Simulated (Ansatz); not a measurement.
This geometry of AlH5N (7 atoms, charge 0, multiplicity 2) is a first-order saddle point.

All numbers below come from Ansatz, UKS B3LYP/def2-SVP.

```xyz
7
Properties=species:S:1:pos:R:3
Al 0.020 0.001 0.528
H -0.403 1.084 1.890
H 1.486 0.132 -0.061
H -1.162 -0.842 -0.108
N 0.024 -0.111 2.471
H -0.771 -0.421 3.031
H 0.807 0.157 3.070
```

Which two structures does it join? (They come from a converged band through this point; their orientation in space is the band's.)

Bonds broken: Al1–H2. Bonds formed: H2–N5.

Initial state:

```xyz
7
Properties=species:S:1:pos:R:3
Al 0.022 -0.024 0.676
H -0.546 1.444 1.353
H 1.461 0.162 0.029
H -1.160 -0.830 -0.015
N 0.109 -0.329 2.539
H -0.721 -0.509 3.109
H 0.834 0.085 3.130
```

Final state:

```xyz
7
Properties=species:S:1:pos:R:3
Al 0.245 0.173 0.249
H -0.933 0.845 2.554
H 1.548 -0.771 0.311
H -1.146 -0.525 -0.165
N -0.113 0.275 2.328
H -0.283 -0.663 2.704
H 0.682 0.667 2.840
```

How far does it lie above each of them?

0.49 eV above the first and 1.18 eV above the second. This is the barrier of this one path; another mechanism may lie lower.

The run took 4 min on 1 thread of Arm Neoverse V2, with other jobs on the host, peak memory 0.12 GiB.
